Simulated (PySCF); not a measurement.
# B2H4: triplet, from a ethylene-like start

Where does triplet B2H4 go from a ethylene-like start, is the end point a minimum, and what are its modes, charges and moments?

Computed with PySCF 2.14.0. Level: PBE0, basis B def2-TZVP, H def2-TZVP, no relativity, density fitting.

## (1) Starting geometry

6 atoms, charge 0, spin multiplicity 3.

Bond lengths: B1–B2 1.700 Å, B1–H3 1.174 Å, B1–H4 1.174 Å, B2–H5 1.174 Å, B2–H6 1.174 Å. Angles: B2–B1–H3 119.9°, B2–B1–H4 119.9°, H3–B1–H4 118.1°, B1–B2–H5 119.9°, B1–B2–H6 119.9°, H5–B2–H6 118.1°.

Coordinates in bohr (charge 0 multiplicity 3):
```
B     1.6063    0.0000    0.0000
B    -1.6063    0.0000    0.0000
H     2.7118    1.9014    0.2835
H     2.7118   -1.9014    0.2835
H    -2.7118    1.9014   -0.2835
H    -2.7118   -1.9014   -0.2835
```

## (2) The SCF at the typed geometry

One driver script runs all steps and calls PySCF; scf.py shows how it sets up the SCF of each step. The optimiser is the driver's own. After this first run the driver tries any further starts and a stability analysis.

scf.py

```python
from pyscf import gto, scf, dft
mol = gto.M(atom='''
B      0.850000     0.000000     0.000000
B     -0.850000     0.000000     0.000000
H      1.435000     1.006200     0.150000
H      1.435000    -1.006200     0.150000
H     -1.435000     1.006200    -0.150000
H     -1.435000    -1.006200    -0.150000''',
    basis={'B': 'def2-TZVP', 'H': 'def2-TZVP'},
    charge=0, spin=2)
mf = dft.UKS(mol, xc='PBE0')
mf.grids.atom_grid = (50, 194)
aux = {'B': 'def2-universal-JKFIT', 'H': 'def2-universal-JKFIT'}
mf = mf.density_fit(auxbasis=aux)
mf.conv_tol = 1e-08
mf.diis_space = 10
mf.max_cycle = 60
mf.init_guess = 'minao'
mf.verbose = 4
mf.kernel()
```

The run is started by

```sh
OMP_NUM_THREADS=4 python axn.py task.json out
```

The log of the run:

```text
init E= -51.7610153041199
[... the frontier-level lines of each cycle are left out ...]
cycle= 1 E= -51.8519580007917  delta_E= -0.0909  |g|= 0.0873  |ddm|= 1.11
cycle= 2 E= -51.859640639106  delta_E= -0.00768  |g|= 0.0252  |ddm|= 0.116
cycle= 3 E= -51.8603165117964  delta_E= -0.000676  |g|= 0.0136  |ddm|= 0.0382
cycle= 4 E= -51.8605058279517  delta_E= -0.000189  |g|= 0.00423  |ddm|= 0.0141
cycle= 5 E= -51.8605269851168  delta_E= -2.12e-05  |g|= 0.000835  |ddm|= 0.00542
cycle= 6 E= -51.8605287140162  delta_E= -1.73e-06  |g|= 0.000262  |ddm|= 0.00143
cycle= 7 E= -51.8605288144886  delta_E= -1e-07  |g|= 3.21e-05  |ddm|= 0.000445
cycle= 8 E= -51.8605288159987  delta_E= -1.51e-09  |g|= 5.43e-06  |ddm|= 6.58e-05
Extra cycle  E= -51.8605288160341  delta_E= -3.54e-11  |g|= 1.97e-06  |ddm|= 9.33e-06
converged SCF energy = -51.8605288160341  <S^2> = 2.0039354  2S+1 = 3.0026224
```

This step, with its further starts and checks, ran for 14 s (4 threads of Arm Neoverse V1, shared host).

Energies from each starting density:

| start | energy (Eh) |
| --- | --- |
| the minimal-basis guess | -51.860529 |
| a thermally smeared density | -51.860529 |
| a smeared PBE density | -51.860529 |

No lower solution of this spin turned up from the other starts or in the test of internal stability.

## (3) Relaxation: ethylene-like start, triplet

The program finds C2h symmetry in the start, which this walk keeps. Threshold on the gradient: 0.0003 Eh/bohr, with a further test on the energy change.

Edit scf.py of step 2 so:

```diff
@@ -3 +3 @@
-B      0.850000     0.000000     0.000000
+B      0.850000     0.000000    -0.000000
@@ -18 +17,0 @@
-mf.init_guess = 'minao'
```

The optimiser's trace:

| step | energy (Eh) | change (kJ/mol) | largest symmetric gradient (Eh/bohr) |
| --- | --- | --- | --- |
| 0 | -51.860529 | 0.00 | 0.02819 |
| 1 | -51.872904 | -32.49 | 0.01813 |
| 2 | -51.876070 | -40.80 | 0.00994 |
| 3 | -51.877956 | -45.76 | 0.00288 |
| 4 | -51.878101 | -46.14 | 0.00093 |
| 5 | -51.878119 | -46.18 | 0.00006 |

The walk took 13 s.

Positions (Å) and forces (eV/Å) along the way:

```
step 0
B    0.850   0.000   0.000   1.450   0.000   0.454
B   -0.850   0.000   0.000  -1.450   0.000  -0.454
H    1.435   1.006   0.150  -0.519   1.006  -0.188
H    1.435  -1.006   0.150  -0.519  -1.006  -0.188
H   -1.435   1.006  -0.150   0.519   1.006   0.188
H   -1.435  -1.006  -0.150   0.519  -1.006   0.188
step 1
B    0.865   0.000   0.143   0.932   0.000  -0.361
B   -0.865   0.000  -0.143  -0.932   0.000   0.361
H    1.385   1.089   0.102  -0.560  -0.135   0.119
H    1.385  -1.089   0.102  -0.560   0.135   0.119
H   -1.385   1.089  -0.102   0.560  -0.135  -0.119
H   -1.385  -1.089  -0.102   0.560   0.135  -0.119
step 3
B    0.876   0.000   0.070   0.148   0.000   0.069
B   -0.876   0.000  -0.070  -0.148   0.000  -0.069
H    1.297   1.117   0.118  -0.106  -0.126  -0.030
H    1.297  -1.117   0.118  -0.106   0.126  -0.030
H   -1.297   1.117  -0.118   0.106  -0.126   0.030
H   -1.297  -1.117  -0.118   0.106   0.126   0.030
step 5
B    0.875   0.000   0.079  -0.001   0.000  -0.003
B   -0.875   0.000  -0.079   0.001   0.000   0.003
H    1.281   1.116   0.114  -0.002   0.002   0.000
H    1.281  -1.116   0.114  -0.002  -0.002   0.000
H   -1.281   1.116  -0.114   0.002   0.002   0.000
H   -1.281  -1.116  -0.114   0.002  -0.002   0.000
```

It settles in D2h symmetry, 46.2 kJ/mol below the start, after 5 steps: B–B 1.757 Å, B–H 1.188 Å (×4); B–B–H 110.1° (×4), H–B–H 139.9° (×2).

## (4) Vibrations and properties at this point

On the finer grid the gradient is checked again; gradients at displacements of ±0.02 bohr then give force constants and infrared intensities.

Edit scf.py of step 3 so:

```diff
@@ -3,6 +3,6 @@
-B      0.850000     0.000000    -0.000000
-B     -0.850000     0.000000     0.000000
-H      1.435000     1.006200     0.150000
-H      1.435000    -1.006200     0.150000
-H     -1.435000     1.006200    -0.150000
-H     -1.435000    -1.006200    -0.150000''',
+B      0.875118    -0.000000     0.078004
+B     -0.875118     0.000000    -0.078004
+H      1.280586     1.116049     0.114146
+H      1.280586    -1.116049     0.114146
+H     -1.280586     1.116049    -0.114146
+H     -1.280586    -1.116049    -0.114146''',
@@ -12 +12 @@
-mf.grids.atom_grid = (50, 194)
+mf.grids.atom_grid = (75, 302)
@@ -15 +15 @@
-mf.conv_tol = 1e-08
+mf.conv_tol = 1e-10
```

This SCF starts from the last density.

SCF at the final geometry:

```text
init E= -51.8780973242259
[... the frontier-level lines of each cycle are left out ...]
cycle= 1 E= -51.8780973242262  delta_E= -2.42e-13  |g|= 1.86e-07  |ddm|= 6.54e-07
Extra cycle  E= -51.8780973242258  delta_E= 3.27e-13  |g|= 6.96e-08  |ddm|= 2.8e-07
converged SCF energy = -51.8780973242258  <S^2> = 2.005227  2S+1 = 3.0034826
```

The whole step took 75 s.

Geometry: D2h; B–B 1.757 Å, B–H 1.188 Å (×4); B–B–H 110.0° (×4), H–B–H 139.9° (×2).

Harmonic modes (main isotopes):

```json
{"symmetry": "b3g", "ω (cm⁻¹)": "465i", "IR (km/mol)": "0.0", "μ (u)": "1.36"}
{"symmetry": "au", "ω (cm⁻¹)": "388", "IR (km/mol)": "0.0", "μ (u)": "1.01"}
{"symmetry": "b2u", "ω (cm⁻¹)": "583", "IR (km/mol)": "0.0", "μ (u)": "1.02"}
{"symmetry": "b2g", "ω (cm⁻¹)": "667", "IR (km/mol)": "0.0", "μ (u)": "1.35"}
{"symmetry": "ag", "ω (cm⁻¹)": "726", "IR (km/mol)": "0.0", "μ (u)": "3.57"}
{"symmetry": "b3u", "ω (cm⁻¹)": "758", "IR (km/mol)": "0.0", "μ (u)": "1.17"}
{"symmetry": "b1u", "ω (cm⁻¹)": "896", "IR (km/mol)": "97.3", "μ (u)": "1.15"}
{"symmetry": "ag", "ω (cm⁻¹)": "1121", "IR (km/mol)": "0.0", "μ (u)": "1.22"}
{"symmetry": "b1u", "ω (cm⁻¹)": "2589", "IR (km/mol)": "10.9", "μ (u)": "1.03"}
{"symmetry": "ag", "ω (cm⁻¹)": "2590", "IR (km/mol)": "0.0", "μ (u)": "1.03"}
{"symmetry": "b3g", "ω (cm⁻¹)": "2759", "IR (km/mol)": "0.0", "μ (u)": "1.13"}
{"symmetry": "b2u", "ω (cm⁻¹)": "2790", "IR (km/mol)": "45.2", "μ (u)": "1.15"}
```

1 mode is imaginary, the largest at 465i cm⁻¹: a saddle point, not a minimum.

Properties at this point:

| Quantity | Value |
| --- | --- |
| Dipole moment | 0.00 D |
| Highest occupied level | -6.50 eV |
| Lowest empty level | -4.53 eV |
| Rotational constants | 3.357, 0.7125, 0.5878 cm⁻¹ |
| Zero-point energy (real modes) | 94.9 kJ/mol |
| Principal polarisabilities | 28.9, 31.8, 54.7 bohr³ |
| Atomisation energy without zero-point energy | 1673 kJ/mol |
| Principal traceless quadrupole moments about the centre of mass | -0.76, 0.33, 0.43 D Å |
| Spin squared ⟨S²⟩ | 2.005 |

Charges (e) and bond orders:

```csv
atom,Mulliken,Löwdin,polar tensor,spin (Mulliken),Mayer order to B1
B1,-0.13,-0.19,0.16,0.96,–
B2,-0.13,-0.19,0.16,0.96,1.14
"H3,4",0.07,0.10,-0.08,0.02,0.95
"H5,6",0.07,0.10,-0.08,0.02,0.02
```

Mulliken populations on B1: s 3.13, p 1.94, d 0.06, f 0.01.

## (5) Downhill along the imaginary mode

The start is the last point, displaced along its most imaginary mode.

The program finds C2h symmetry in the start, which this walk keeps. Threshold on the gradient: 0.0003 Eh/bohr, with a further test on the energy change.

Edit scf.py of step 4 so:

```diff
@@ -3,6 +3,6 @@
-B      0.875118    -0.000000     0.078004
-B     -0.875118     0.000000    -0.078004
-H      1.280586     1.116049     0.114146
-H      1.280586    -1.116049     0.114146
-H     -1.280586     1.116049    -0.114146
-H     -1.280586    -1.116049    -0.114146''',
+B      0.875118     0.032388     0.078004
+B     -0.875118    -0.032388    -0.078004
+H      1.398777     1.098165     0.124681
+H      1.162395    -1.133934     0.103611
+H     -1.162395     1.133934    -0.103611
+H     -1.398777    -1.098165    -0.124681''',
@@ -12 +12 @@
-mf.grids.atom_grid = (75, 302)
+mf.grids.atom_grid = (50, 194)
@@ -15 +15 @@
-mf.conv_tol = 1e-10
+mf.conv_tol = 1e-08
```

Steps of the walk:

| step | energy (Eh) | change (kJ/mol) | largest symmetric gradient (Eh/bohr) |
| --- | --- | --- | --- |
| 0 | -51.879028 | 0.00 | 0.00448 |
| 1 | -51.879454 | -1.12 | 0.00503 |
| 2 | -51.881593 | -6.73 | 0.01158 |
| 3 | -51.882035 | -7.90 | 0.00770 |
| 4 | -51.882253 | -8.47 | 0.00289 |
| 5 | -51.882350 | -8.72 | 0.00025 |
| 6 | -51.882351 | -8.72 | 0.00003 |

The walk took 9.4 s.

End point (C2h, 6 steps, 8.7 kJ/mol gained): B–B 1.662 Å, B–H 1.181 Å (×2), B–H 1.215 Å (×2); B–B–H 91.5° (×2), B–B–H 136.0° (×2), H–B–H 132.5° (×2).

## (6) Hessian and properties

As before: finer grid, then central differences.

Edit scf.py of step 5 so:

```diff
@@ -3,6 +3,6 @@
-B      0.875118     0.032388     0.078004
-B     -0.875118    -0.032388    -0.078004
-H      1.398777     1.098165     0.124681
-H      1.162395    -1.133934     0.103611
-H     -1.162395     1.133934    -0.103611
-H     -1.398777    -1.098165    -0.124681''',
+B      0.814225     0.148256     0.072576
+B     -0.814225    -0.148256    -0.072576
+H      1.500685     1.107334     0.133764
+H      1.061948    -1.041284     0.094657
+H     -1.061948     1.041284    -0.094657
+H     -1.500685    -1.107334    -0.133764''',
@@ -12 +12 @@
-mf.grids.atom_grid = (50, 194)
+mf.grids.atom_grid = (75, 302)
@@ -15 +15 @@
-mf.conv_tol = 1e-08
+mf.conv_tol = 1e-10
```

Log of the central SCF (cycles and frontier levels):

```text
init E= -51.8823367470163
[... the frontier-level lines of each cycle are left out ...]
cycle= 1 E= -51.8823367470174  delta_E= -1.11e-12  |g|= 9.09e-07  |ddm|= 2.14e-06
Extra cycle  E= -51.8823367470178  delta_E= -4.83e-13  |g|= 7.75e-07  |ddm|= 1.51e-06
converged SCF energy = -51.8823367470178  <S^2> = 2.0060428  2S+1 = 3.0040259
```

The whole step ran for 81 s (4 threads of Arm Neoverse V1, shared host).

Geometry: C2h; B–B 1.662 Å, B–H 1.181 Å (×2), B–H 1.215 Å (×2); B–B–H 91.5° (×2), B–B–H 136.0° (×2), H–B–H 132.5° (×2).

Harmonic modes (main isotopes):

| symmetry | ω (cm⁻¹) | IR (km/mol) | μ (u) |
| --- | --- | --- | --- |
| bu | 375 | 24.9 | 1.03 |
| au | 543 | 4.1 | 1.01 |
| ag | 564 | 0.0 | 1.84 |
| bg | 660 | 0.0 | 1.42 |
| au | 747 | 0.7 | 1.16 |
| ag | 873 | 0.0 | 1.93 |
| bu | 923 | 39.6 | 1.14 |
| ag | 1050 | 0.0 | 1.30 |
| ag | 2426 | 0.0 | 1.05 |
| bu | 2453 | 5.3 | 1.06 |
| bu | 2767 | 85.0 | 1.11 |
| ag | 2775 | 0.0 | 1.13 |

Every mode is real; the point is a minimum.

Constants and moments:

| Item | Value |
| --- | --- |
| Dipole moment | 0.00 D |
| Highest occupied level | -6.65 eV |
| Lowest empty level | -3.90 eV |
| Rotational constants | 3.913, 0.7521, 0.6309 cm⁻¹ |
| Zero-point energy | 96.6 kJ/mol |
| Principal polarisabilities | 28.1, 32.7, 51.6 bohr³ |
| Atomisation energy without zero-point energy | 1684 kJ/mol |
| Principal traceless quadrupole moments about the centre of mass | -0.56, -0.55, 1.12 D Å |
| Entropy at 298.15 K and 1 bar (electronic part: spin only) | 247.1 J/(mol K) |
| Heat capacity Cp at 298.15 K | 61.6 J/(mol K) |
| Enthalpy at 298.15 K above 0 K | 12.74 kJ/mol |
| Rotational symmetry number | 2 |
| Spin squared ⟨S²⟩ | 2.006 |

Charges (e) and bond orders:

| atom | Mulliken | Löwdin | polar tensor | spin (Mulliken) | Mayer order to B1 |
| --- | --- | --- | --- | --- | --- |
| B1 | -0.15 | -0.24 | 0.12 | 0.89 | – |
| B2 | -0.15 | -0.24 | 0.12 | 0.89 | 1.26 |
| H3 | 0.06 | 0.07 | -0.08 | -0.03 | 0.98 |
| H4 | 0.10 | 0.17 | -0.04 | 0.14 | 0.85 |
| H5 | 0.10 | 0.17 | -0.04 | 0.14 | 0.08 |
| H6 | 0.06 | 0.07 | -0.08 | -0.03 | 0.00 |

Mulliken populations on B1: s 3.10, p 1.99, d 0.06, f 0.01.

## (7) All stationary points

| spin | group | bonds | imaginary modes (cm⁻¹) | ΔE (kJ/mol) | with zero-point energy |
| --- | --- | --- | --- | --- | --- |
| triplet | C2h | B–B 1.662 Å, B–H 1.181 Å (×2), B–H 1.215 Å (×2) | none | 0.0 | 0.0 |
| triplet | D2h | B–B 1.757 Å, B–H 1.188 Å (×4) | 465i | 11.1 | – |

## (8) What came out

| quantity | value |
| --- | --- |
| minimum | triplet, C2h |
| geometry | B–B 1.662 Å, B–H 1.181 Å (×2), B–H 1.215 Å (×2); B–B–H 91.5° (×2), B–B–H 136.0° (×2), H–B–H 132.5° (×2) |
| wavenumbers (cm⁻¹) | 375 (bu), 543 (au), 564 (ag), 660 (bg), 747 (au), 873 (ag), 923 (bu), 1050 (ag), 2426 (ag), 2453 (bu), 2767 (bu), 2775 (ag) |
| dipole moment | 0.00 D |
| highest occupied, lowest empty level (either spin) | -6.65, -3.90 eV |
| polar-tensor charge of B1 | +0.12 e |
| zero-point energy | 96.6 kJ/mol |
| entropy at 298.15 K | 247.1 J/(mol K) |
| atomisation energy (no zero-point energy) | 1684 kJ/mol |
| ⟨S²⟩ | 2.006 |

From C2h at the start the molecule goes to a C2h minimum, after a stop at a saddle point 11.1 kJ/mol higher, from which it was pushed off along an imaginary mode. The strongest infrared band lies at 2767 cm⁻¹ (bu). Other starts or spin states, not run here, may lie lower.

The search up to here took 3.2 min.
